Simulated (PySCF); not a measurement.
Published values to compare with (the computed states carry no symmetry labels, so the two lists aren't matched line by line):

```
    state  E (eV)      f           kind of transition  source
3B2(π→π*)    4.16         band maximum or as reported     [1]
3B2(π→π*)    4.34                 vertical absorption     [2]
3B2(π→π*)    4.38                 vertical absorption     [3]
1B1(σ→π*)    6.45         band maximum or as reported     [1]
3B1(σ→π*)    6.45                 vertical absorption     [3]
3B1(σ→π*)    6.62                 vertical absorption     [2]
1B1(σ→π*)    6.68  0.001          vertical absorption     [3]
1B2(π→π*)    6.79  0.071          vertical absorption     [3]
1B1(σ→π*)    6.90                 vertical absorption     [2]
1B2(π→π*)    7.00         band maximum or as reported     [1]
1B2(π→π*)    7.10                 vertical absorption     [2]
```

[1] measured, gas; Loos, Scemama, Blondel, Garniron, Caffarel, Jacquemin (2018), arXiv:1807.02045, literature column
[2] computed, CC3/TZVP, gas; arXiv:2401.06101 (2024), CC3 reference column of Thiel's set
[3] computed, theoretical best estimate (aug-cc-pVTZ, frozen core, CC3 geometry), gas; Veril, Scemama, Caffarel, Lipparini, Boggio-Pasqua, Jacquemin, Loos, WIREs Comput. Mol. Sci. 2021, 11, e1517 (QUESTDB)

Cyclopropene, C₃H₄.
Geometry (PBE0-D3(BJ)/def2-TZVP, Å), atoms numbered from 1 in this order:
```
atom  x, y, z in Å
C1    -0.5241    0.6656   -0.0963
C2    -0.5607   -0.6177   -0.0043
C3     0.8099   -0.0126   -0.0196
H4    -1.0384    1.6083   -0.1700
H5    -1.1270   -1.5315    0.0454
H6     1.3876    0.0364    0.9040
H7     1.4253   -0.0935   -0.9162
```

Level of theory: TDDFT CAM-B3LYP/aug-cc-pVTZ, vertical, gas phase, core orbitals frozen in the response (PySCF 2.14.0, density-fitted response routines). Geometry: PBE0-D3(BJ)/def2-TZVP; no solvent, vibrations or thermal averaging.

Computed singlets: 6.30 eV (f 0.070); 6.50 eV (f 0.002); 6.53 eV (f 0.004); 6.88 eV (f 0.027); 6.91 eV (f 0.000); 7.15 eV (f 0.049); 7.64 eV (f 0.000); 7.75 eV (f 0.004); 7.98 eV (f 0.015); 8.17 eV (f 0.054). Computed triplets (Tamm–Dancoff): 4.14, 6.11, 6.45, 6.79 eV.

Question: How does the lowest computed singlet compare with the best estimate listed for the lowest singlet (vertical absorption)?

Answer: 6.30 eV against 6.68 eV for 1B1(σ→π*) [3]: a difference of -0.38 eV. Geometry and basis of the two calculations needn't be the same.

Question: How does the lowest computed triplet compare with the best estimate listed for the lowest triplet (vertical absorption)?

Answer: 4.14 eV against 4.38 eV for 3B2(π→π*) [3]: a difference of -0.24 eV. Geometry and basis of the two calculations needn't be the same.

A measured band maximum holds vibronic effects and, in solution, solvent shifts, so it needn't equal the vertical energy.
